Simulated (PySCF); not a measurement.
Working out the ionisation energy of S

S [Ne] 3s2 3p4 (3P) → S⁺ [Ne] 3s2 3p3 (4S). Calculation: PySCF 2.14, in dyall-acv3z (19s12p6d4f, 113 functions); no relativity, point nucleus. Frozen: 1s2; the 18 highest virtual orbitals dropped. Energies in hartree (1 hartree = 27.21139 eV):

```csv
part,S (lower),S⁺ (upper)
UHF,-397.512973,-397.173521
MP2 opposite-spin,-0.316289,-0.290722
MP2 same-spin,-0.113885,-0.110549
```

Task: What does Hartree-Fock give?

Result: (-397.173521) − (-397.512973) = 0.339452 hartree = 9.237 eV.

Task: What do MP2 and SCS-MP2 (6/5 opposite-spin, 1/3 same-spin) give?

Result: The opposite-spin parts differ by 0.696 eV and the same-spin parts by 0.091 eV. MP2: 9.237 + (0.696) + (0.091) = 10.024 eV. SCS-MP2: 9.237 + 1.2 × (0.696) + (0.091)/3 = 10.103 eV.

Measured between the centres of the two terms (NIST): 10.336 eV, so MP2 (valence and next inner shell) is off by -0.312 eV.

What remains against the reference includes basis incompleteness, the frozen core and correlation beyond second order.
